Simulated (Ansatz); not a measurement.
Heating and cooling a random packing of Si$_{5}$Mo$_{3}$

A packing of 24 atoms, thrown in at random and pushed apart as soft spheres with like charges further apart (9 Mo, 15 Si) went through Langevin stages in a fixed cell of 15.92 Å³/atom, at one k point, without spin and with a Fermi–Dirac width of kT (0.05 eV at least). All numbers below come from DFT PBE, scalar-relativistic, plane waves, PAW (Ansatz).

```csv
thermostat (K),duration (fs),friction (1/fs),cutoff (eV),mean T (K),mean P (GPa),mean square displacement (Å²)
3100,72,0.030,320,2662,7.9,0.31
3100,285,0.030,420,3383,7.8,1.65
2230,243,0.030,420,2031,2.5,0.35
1240,231,0.030,420,1369,-2.4,0.37
300,291,0.030,420,348,-5.3,0.11
```

Means run over the second half of a stage; pressure includes the kinetic part; displacements count from the stage's start, the atoms' common shift taken off. In so short a run the atoms moved about a bond length or less in the hot stages, so this is an annealed packing, not a quenched equilibrium liquid.

Cell and atoms were then relaxed on coarser meshes and computed once more: Cutoff 420 eV; k points 5×5×5 on the computed 24-atom cell (Γ-centred); Gaussian smearing, width 0.10 eV; no spin polarisation.

Problem. What structure is left?

Solution. One draw of many: 14.91 Å³/atom with no gap on the mesh, 0.08 eV/atom below the elements' standard states (static lattices, no corrections for gases) (a random packing after short dynamics, relaxed).

Counting as bonded all pairs within 1.2 times the summed covalent radii:

```
atom → neighbour mean count mean length (Å) spread (Å)
         Mo → Mo        5.56             3.16        0.19
         Mo → Si        7.67             2.64        0.16
         Si → Mo        4.60             2.64        0.16
         Si → Si        2.40             2.46        0.09
```

Angles between all pairs of such bonds at an atom (mean ± spread): 96 ± 34° at Mo, 99 ± 32° at Si.

```xyz
24
Lattice="7.0162 0.2106 0.2149 0.1977 6.9854 -0.0920 0.2143 -0.1045 7.3140" Properties=species:S:1:pos:R:3 pbc="T T T"
Si    6.6881    0.1497    6.4012
Si    3.8864    1.0433    2.8803
Si    6.2244    3.7746    4.0916
Si    3.6415    1.6182    5.5561
Si    2.9922    5.1901    3.9305
Si    0.7573    1.9141    7.1958
Si    1.4721    5.8334    1.3326
Si    5.1462    5.9440    3.4395
Si    2.2910    5.3622    6.1433
Si    1.4924    0.6922    4.6006
Si    5.3124    3.1849    6.3798
Si    4.6677    5.0207    1.0549
Si    0.6729    3.7013    1.9506
Si    3.3968    0.8187    0.5217
Si    3.1435    3.2441    2.6458
Mo    5.8481    1.3520    4.3755
Mo    6.0273    7.1024    1.4128
Mo    4.6510    5.9576    6.0225
Mo    7.1807    4.6801    7.1224
Mo    2.8624    3.4715    0.1996
Mo    5.5208    2.7897    1.7440
Mo    1.4421    1.2660    2.1719
Mo    1.5658    3.0706    4.8974
Mo    0.5588    5.6903    3.7824
```

The final mesh leaves forces up to 0.23 eV/Å and stresses up to 0.2 GPa: the relaxation ran on a coarser mesh, so the cell's shape, its bonds and its energy belong partly to that mesh.

Cost: 6 runs of about 48 core-minutes in all (earlier runs that led there not counted), on AMD EPYC 7R43 (Zen 3) (shared hosts).